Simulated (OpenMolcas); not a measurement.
PNH4 (SMILES N=[PH3]): methods side by side

The species is PNH4 (6 atoms), meant as a singlet with charge 0. SMILES: `N=[PH3]`. The coordinates come from a GFN2-xTB relaxation.

```xyz
6

N     0.6145   -0.7126    0.8681
P    -0.1568    0.2251   -0.0815
H     1.0353   -1.5193    0.4338
H    -1.2997   -0.1796   -0.7813
H     0.4653    0.9308   -1.1183
H    -0.6585    1.2556    0.6793
```

Quantity: the energy change with the P2–H5 bond stretched from 1.400 to 2.100 Å, in eV. The values are calculated.

```csv
level,kind,program,value (eV),less FCI/STO-3G
SVWN5/STO-3G (restricted),LDA,OpenMolcas,1.66,+0.32
PBE/STO-3G (restricted),GGA,OpenMolcas,1.54,+0.20
r2SCAN/STO-3G (restricted),meta-GGA,OpenMolcas,1.75,+0.41
B3LYP/STO-3G (restricted),global hybrid,OpenMolcas,1.83,+0.49
M06-2X/STO-3G (restricted),hybrid meta-GGA,OpenMolcas,2.27,+0.93
B2PLYP/STO-3G (restricted),double hybrid,OpenMolcas,1.89,+0.55
MP2/STO-3G (restricted),perturbation theory,OpenMolcas,1.99,+0.65
FCI/STO-3G,exact in the basis,OpenMolcas,1.34,0.00
```

FCI/STO-3G is exact within its basis and frozen core, so for wave-function methods in that basis the difference is their error; functionals converge differently with the basis, so for them it is only a difference. The first shape isn't each level's own minimum. The values span 1.34 to 2.27 eV. All rows use very small basis sets, so even the best lies far from the true value.
